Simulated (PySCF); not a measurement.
SiH: one state, many levels of theory

State: ²Π (doublet), unpaired electrons π ↑. Set-up: PySCF, no relativity, basis sets Si 6-311G(d,p), H 6-311G(d,p). De refers to Si + H in their high-spin ground configurations, without counterpoise correction. The functionals are run spin-unrestricted. A positive dipole means Si(−)H(+).

| Level | Re (Å) | ωe (cm⁻¹) | De (eV) | μ (D) | CPU s a point (SCF and correlation, without the integrals) |
| --- | --- | --- | --- | --- | --- |
| UHF | 1.517 | 2142 | 2.20 | 0.30 | 0.06 |
| UHF-MP2 | 1.517 | 2122 | 2.80 | n/a | 0.077 |
| UHF-SCS-MP2 | 1.518 | 2111 | 2.90 | n/a | n/a |
| UHF-CCSD | 1.523 | 2070 | 2.95 | n/a | n/a |
| UHF-CCSD(T) | 1.524 | 2060 | 2.97 | n/a | 0.25 |
| PBE | 1.551 | 1948 | 3.07 | 0.18 | 0.17 |
| r²SCAN | 1.535 | 2016 | 3.07 | 0.27 | 0.25 |
| B3LYP | 1.535 | 2005 | 3.19 | 0.13 | 0.21 |
| PBE0 | 1.536 | 2025 | 3.04 | 0.24 | 0.29 |
| HSE06 | 1.537 | 2021 | 3.04 | 0.22 | 0.3 |
| M06-2X | 1.522 | 2082 | 3.16 | 0.24 | 0.25 |
| B2PLYP | 1.526 | 2057 | 3.09 | 0.19 | 0.36 |

Q: Which functional lies closest to UHF-CCSD(T) in De, which farthest, and by how much do they differ from it?

A: Closest is PBE0 (+1.2 pm in Re, -1.7 % in ωe, +0.07 eV in De against UHF-CCSD(T) in the same basis), farthest B3LYP (+1.1 pm in Re, -2.7 % in ωe, +0.22 eV in De). CCSD(T) converges more slowly with the basis than the functionals do and binds too weakly in this one, so the order can change at the basis-set limit.

Q: What does a quarter of exact exchange do here, going from PBE to PBE0?

A: PBE0 less PBE: -1.5 pm in Re, +4.0 % in ωe, -0.03 eV in De. Exact exchange removes part of the self-interaction that spreads semilocal densities, and in most molecules shortens and stiffens the bond and lowers De; so it does here.

Q: What does the step from GGA to meta-GGA do here, going from PBE to r²SCAN?

A: r²SCAN less PBE: -1.6 pm in Re, +3.5 % in ωe, +0.00 eV in De. 

Correlated steps freeze 5 core orbitals. B2PLYP dipoles, levels and charges come from its SCF part alone. The state was picked by a PBE0 search and need not be the measured ground state.

The whole job (state search and all levels along the bond) took about 0.5 min on 1 thread of Intel Xeon 6975P-C (shared host), peak memory 0.36 GiB.
